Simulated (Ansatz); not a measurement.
Geometry optimisation, RKS PBE-D4/def2-SVP in Ansatz 0.2.0.

The input (input.yaml):

```yaml
crystal:
  periodic: [false, false, false]
  atoms:
    - { symbol: Al, position_ang: [0.210628, 6.8e-05, 0.121578] }
    - { symbol: H, position_ang: [0.778963, -2.0e-06, 1.564679] }
    - { symbol: H, position_ang: [1.744594, 0.0, -0.107526] }
    - { symbol: H, position_ang: [-1.164985, -6.6e-05, -0.67263] }
basis:
  gaussian: { orbitals: def2-SVP }
hamiltonian:
  xc: pbe
  dispersion: d4
relax:
  f_tol: 0.03
  max_steps: 50
```

Command:

```bash
$ ansatz run input.yaml --threads 1 --pin off --max-ram 2048MiB --backend cpu --events-out ev --progress --plain --runs-dir out
```

Task: Where does it end, and by what steps?

Result: The run converged. After 4 steps the energy has fallen by 0.936 eV; H3 moved furthest, 0.47 Å.

```
step  energy less start (eV)  largest force component (eV/Å)  accepted
   0                  0.0000                           1.805       yes
   1                 -0.6054                           0.949       yes
   2                 -0.8933                           0.449       yes
   3                 -0.9357                           0.068       yes
   4                 -0.9362                           0.002       yes
```

```xyz
4
Properties=species:S:1:pos:R:3
Al 0.392 0.000 0.227
H 0.392 0.000 1.827
H 1.779 0.000 -0.574
H -0.994 0.000 -0.574
```

The run took 2.6 s on 1 thread of Arm Neoverse V1 (shared host), peak memory 0.085 GiB.
